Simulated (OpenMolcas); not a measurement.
## Potential curves of PF⁺: spin–orbit levels

Computed with OpenMolcas 26.06: state-averaged CASSCF(9,7) over P 3s 3p, F 2p, XMS-CASPT2 (IPEA 0.25, imaginary shift 0.2 hartree), scalar X2C, ANO-RCC-VTZP, then RASSI spin–orbit state interaction with atomic mean-field integrals. C2 symmetry about the axis (a holds Σ, Δ, Γ; b holds Π, Φ, H; Σ⁺ and Σ⁻ are not told apart); roots by multiplicity and irrep: 2b 4, 4a 1, 2a 1, 4b 2.

XMS-CASPT2 energies with spin–orbit state interaction in eV from the lowest point. Curves are followed by energy order within each symmetry, so they are adiabatic and may change character at avoided crossings.

| R (Å) | (1)Ω=1/2 | (1)Ω=3/2 | (1)Ω=5/2 | (4)Ω=1/2 | (3)Ω=3/2 | (5)Ω=1/2 | (6)Ω=1/2 | (4)Ω=3/2 |
| --- | --- | --- | --- | --- | --- | --- | --- | --- |
| 1.334 | 1.145 | 1.181 | 11.821 | 11.843 | 11.832 | 11.856 | 12.275 | 12.274 |
| 1.411 | 0.313 | 0.349 | 9.671 | 9.693 | 9.681 | 9.705 | 10.101 | 10.100 |
| 1.551 | 0.000 | 0.035 | 7.162 | 7.185 | 7.173 | 7.197 | 7.694 | 7.694 |
| 1.629 | 0.204 | 0.239 | 6.393 | 6.416 | 6.404 | 6.428 | 6.877 | 6.878 |
| 1.706 | 0.559 | 0.594 | 5.863 | 5.885 | 5.874 | 5.898 | 6.301 | 6.303 |
| 1.815 | 1.158 | 1.192 | 5.400 | 5.422 | 5.411 | 5.435 | 5.776 | 5.778 |
| 1.954 | 2.013 | 2.047 | 5.104 | 5.138 | 5.313 | 5.314 | 5.399 | 5.405 |
| 2.171 | 3.253 | 3.286 | 4.991 | 5.195 | 5.204 | 5.305 | 5.507 | 5.507 |
| 2.482 | 4.475 | 4.502 | 5.074 | 5.201 | 5.215 | 5.536 | 5.557 | 5.557 |

Left out for impure symmetry, kinks or missing points, though low: (2)Ω=1/2, (2)Ω=3/2, (3)Ω=1/2. Only roots inside an energy window near the equilibrium distance were included, so the list of states is not complete; labels number the states computed. Each spin and symmetry block has orbitals of its own, averaged over its own roots, so gaps between blocks are less sure than gaps within one and near the minimum can be off by tenths of an eV, in bad cases by more. No Rydberg orbitals are active, so Rydberg states, and σ→σ* states whose orbital the CASSCF left unused, can be missing between those listed. Points that failed a check (symmetry, reference weights, a jump) are left out.
